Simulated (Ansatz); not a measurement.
## Worked example: correlation energy of H₂B–O, doublet

Geometry: displaced at random from a stationary point.

```xyz
4

B     0.0948   -0.0010    0.6616
O    -0.0701    0.0073   -0.6080
H     0.0065    1.0252    1.2682
H     0.0896   -1.1306    1.2864
```

Basis cc-pVDZ; Ansatz 0.2.0. Correlated methods freeze the noble-gas cores, which leaves 11 electrons in 36 orbitals. R marks a restricted (for open shells ROHF) determinant, U an unrestricted one.

Full CI isn't at hand for all of this; UCCSDT(Q) serves as the reference, and is uncertain by the last step of the cluster series or more.

UCCSD has a T1 diagnostic of 0.042 and a largest doubles amplitude of 0.06.

Runs differ by some tens of microhartree through their thresholds and, for an open shell, their frozen cores, so steps under 0.03 kcal/mol mean nothing.

```csv
level,total energy (hartree)
UHF,-100.702406
UMP2,-100.935046
UCCSD,-100.968525
UCCSD(T),-100.975378
UCCSDT,-100.976566
UCCSDT(Q),-100.977246
```

Problem. What is the correlation energy at UCCSDT(Q), and what share of it do UMP2 and UCCSD recover?

Solution. E(corr) = -100.977246 − (-100.702406) = -0.274840 hartree = -7.479 eV. UMP2: -0.232640 / -0.274840 = 84.65 %. UCCSD: -0.266119 / -0.274840 = 96.83 %.

Problem. By how many kcal/mol does UCCSD(T) miss UCCSDT(Q) (1 hartree = 627.509 kcal/mol), and which steps make up the rest?

Solution. -100.975378 − (-100.977246) = 0.001868 hartree = 1.17 kcal/mol. Steps: UCCSDT − UCCSD(T) = -0.75, UCCSDT(Q) − UCCSDT = -0.43 kcal/mol. Differences between like states or geometries often cancel part of this.
